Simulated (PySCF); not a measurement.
Al(F)3 anion (AlF₃), SMILES [F][Al]([F])[F] (connectivity only; charge and spin as stated), charge -1, multiplicity 2. Atoms are numbered in the order given.

```xyz
4

Al     0.0000     0.0000     0.0000
F     -1.7230     0.0000     0.0000
F      0.8615    -1.4921     0.0000
F      0.8615     1.4921     0.0000
```
Charge -1, spin multiplicity 2.

Geometry optimised at TPSSh-D3(BJ)/def2-SVPD. The geometry has at least one imaginary mode, so it is a saddle point at that level. The multiplicity is an assumed one; other spin states were not compared. The isomer is the one that the SMILES or the coordinates give; other isomers of the formula were not compared.

Computed with PBE/pcH-1 in PySCF.

Unrestricted Kohn–Sham, ⟨S²⟩ = 0.752. Hyperfine tensors hold the contact and dipolar terms, without spin-orbit corrections.

Computed hyperfine couplings:
```tsv
nucleus	A(iso) (MHz)	A(iso) (G)	dipolar principal values (MHz)
27Al no. 1	1256.5	448.3	-2.1, -2.1, 4.3
19F no. 2	1300.5	464.1	-138.5, -97.6, 236.2
19F no. 3	1300.5	464.0	-138.5, -97.6, 236.2
19F no. 4	1300.5	464.0	-138.5, -97.6, 236.2
```

Problem. And the g tensor (effective nuclear charges for spin-orbit coupling, GIAO)? (Estimate from the structure and the level; the computed values follow.)

Solution. principal values 1.9996, 1.9999, 1.9999; isotropic 1.9998.
